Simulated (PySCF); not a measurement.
Gas-phase reaction: AlClF2 + NH3 + 2 HCl = AlCl3.NH3 + 2 HF

Method: PySCF energies plus ideal-gas RRHO corrections (1 bar). † marks an energy on the PBE0/def2-TZVP geometry and frequencies; other levels use their own. MP2 freezes the core. 6-31G* has spherical d functions here. All species are closed-shell singlets. B3LYP is the form with VWN-RPA correlation. Adducts (AlCl3.NH3) have no counterpoise correction, and HF, PBE, BLYP, B3LYP and PBE0 lack dispersion. MP2 isn't extrapolated to the basis-set limit; its ΔH°(298 K) is -112.2 kJ in def2-SVP and -109.7 kJ in def2-TZVPP. The harmonic model lacks anharmonicity and excited electronic states, which grow with temperature; levels with a mode under 35 cm⁻¹ are left out. Soft modes under 120 cm⁻¹ make the harmonic entropy rough for AlCl3.NH3.

```
level              ΔE electronic, kJ  ΔH°(298 K), kJ  ΔS°(298 K), J/K  ΔG°(1600 K), kJ
-----------------  -----------------  --------------  ---------------  ---------------
B3LYP/6-31G*                     -58             -39             -141              167
MP2/def2-SVP†                   -133            -112             -145              102
MP2/def2-TZVPP†                 -130            -110             -145              105
PBE/def2-SVP                    -120            -102             -147              114
PBE0/def2-QZVP†                 -122            -102             -145              113
r2SCAN/def2-TZVP†               -118             -98             -145              117
LDA/def2-TZVP†                  -142            -122             -145               92
```
ΔH° is lowest at LDA/def2-TZVP† and highest at B3LYP/6-31G*. No reference value is set beside these.
